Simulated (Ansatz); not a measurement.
Geometry optimisation, RKS PBE/def2-SVP (Ansatz 0.2.0).

The input (input.yaml):

```yaml
crystal:
  periodic: [false, false, false]
  atoms:
    - { symbol: Si, position_ang: [0.0, 0.0, 0.0] }
    - { symbol: H, position_ang: [0.0, 0.0, 1.46] }
    - { symbol: Si, position_ang: [2.0935, 0.0, -0.7393] }
    - { symbol: H, position_ang: [2.5508, -1.3762, -0.9079] }
    - { symbol: H, position_ang: [2.1573, 0.6939, -2.0222] }
    - { symbol: H, position_ang: [2.951, 0.6823, 0.2255] }
    - { symbol: H, position_ang: [-0.6877, 1.1914, -0.4862] }
    - { symbol: H, position_ang: [-0.6877, -1.1914, -0.4862] }
basis:
  gaussian: { orbitals: def2-SVP }
hamiltonian:
  xc: pbe
relax:
  f_tol: 0.02
  max_steps: 40
```

Command:

```bash
$ ansatz run input.yaml --threads 1 --pin off --max-ram 2048MiB --backend cpu --events-out ev --progress --plain --runs-dir out
```

Where does it end, and by what steps?

The forces met the threshold. The force dipped under the threshold on the way, but the program's further checks kept it going. After 9 steps the energy has fallen by 0.269 eV; H2 moved furthest, 0.38 Å.

```tsv
step	energy less start (eV)	largest force component (eV/Å)	accepted
0	0.0000	0.874	yes
1	-0.2342	0.237	yes
2	-0.2510	0.030	yes
3	-0.2607	0.013	yes
4	-0.2594	0.212	no
5	-0.2657	0.067	yes
6	-0.2669	0.097	yes
7	-0.2685	0.044	yes
8	-0.2690	0.002	yes
9	-0.2691	0.011	yes
```

```xyz
8
Properties=species:S:1:pos:R:3
Si -0.063 0.000 0.023
H -0.103 -0.364 1.484
Si 2.157 0.000 -0.762
H 2.770 -1.366 -0.599
H 2.198 0.373 -2.220
H 2.985 0.993 0.010
H -0.678 1.363 -0.148
H -0.888 -0.999 -0.743
```

Whether the end is a true minimum wasn't checked by a vibrational analysis.

Time of the run: 5.3 s on 1 thread of AMD EPYC 9R45 96-Core Processor (Zen 5) (shared host), peak memory 0.13 GiB.
